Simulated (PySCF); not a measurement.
Gas-phase reaction: 3 C2H4 + 2 H2 = 2 C3H8

Energies from PySCF (xtb for GFN2), thermal terms from the rigid-rotor harmonic-oscillator model, ideal gas at 1 bar. The comparison is the NASA 1993 polynomial table, which mixes measured and estimated data. † marks an energy on the PBE0/def2-TZVP geometry and frequencies; other levels use their own. CCSD(T) freezes the core. All species are closed-shell singlets. CCSD(T) isn't extrapolated to the basis-set limit; its ΔH°(298 K) is -395.2 kJ in def2-SVP and -370.0 kJ in def2-TZVPP. The harmonic model lacks anharmonicity and excited electronic states, which grow with temperature; levels with a mode under 35 cm⁻¹ are left out. Internal rotation in C3H8 is treated as a harmonic vibration of one conformer, which makes the entropy rough.

| level | ΔH°(298 K), kJ | minus table | ΔG°(2000 K), kJ |
|---|---|---|---|
| table | -366.9 | - | 417.7 |
| BLYP/def2-TZVP† | -288.3 | 78.6 | 496.5 |
| CCSD(T)/def2-TZVPP† | -370.0 | -3.1 | 414.8 |
| GFN2-xTB | -503.1 | -136.2 | 291.2 |
| M06-2X/def2-TZVP† | -379.1 | -12.2 | 405.7 |
| PBE/def2-SVP | -418.7 | -51.8 | 368.4 |
| PBE0/def2-QZVP† | -414.3 | -47.4 | 370.5 |
| r2SCAN/def2-TZVP† | -390.4 | -23.5 | 394.4 |
| LDA/def2-TZVP† | -488.7 | -121.8 | 296.1 |
